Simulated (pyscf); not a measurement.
HN=SiH–Cl + SiH₄ → H₃Si–NH–SiH₂–Cl (addition across a multiple bond or ene-type step; singlet surface; H–Si broken, N–Si, H–Si formed). Optimised with ωB97X-D3(BJ)/def2-SVP in PySCF. MP2 and CC: frozen core, UHF for open shells. ΔMP2 is the change of the MP2 total energy from the triple- to the quadruple-zeta basis. Energies in kcal/mol from the separated reactants.

```tsv
level	barrier	reaction energy
ωB97X-D3(BJ)/def2-TZVP	-0.1	-69.9
PBE/def2-TZVP	4.0	-58.2
M06-2X/def2-TZVP	1.8	-69.2
HF/def2-TZVP	12.1	-70.5
MP2/def2-QZVPP	3.3	-66.5
CCSD/def2-TZVPP	(withheld)	-66.4
CCSD(T)/def2-TZVPP + ΔMP2(QZVPP)	(withheld)	(withheld)
```

**Question.** Fill in the missing entries.

**Answer.** 
- CCSD/def2-TZVPP, barrier: 6.1
- CCSD(T)/def2-TZVPP + ΔMP2(QZVPP), barrier: 4.7
- CCSD(T)/def2-TZVPP + ΔMP2(QZVPP), reaction energy: -65.4

Of the functionals in the table, PBE is closest to CCSD(T)/def2-TZVPP + ΔMP2(QZVPP) in the barrier (0.7 kcal/mol apart) and ωB97X-D3(BJ) least close (4.8 kcal/mol); that level has limits of its own. On the reactant side the descent ends in a complex, 4.3 kcal/mol under the separated species and 4.3 kcal/mol under the saddle at ωB97X-D3(BJ)/def2-TZVP. HN=SiH–Cl lies 26.4 kcal/mol over its isomer H₂N–Si:–Cl [singlet] (electronic energy, ωB97M-D3(BJ)/def2-TZVP). This is the saddle that the search found; another between the same sides may lie lower. The CCSD(T) − MP2 part came from Ansatz, without density fitting, on the same reference.
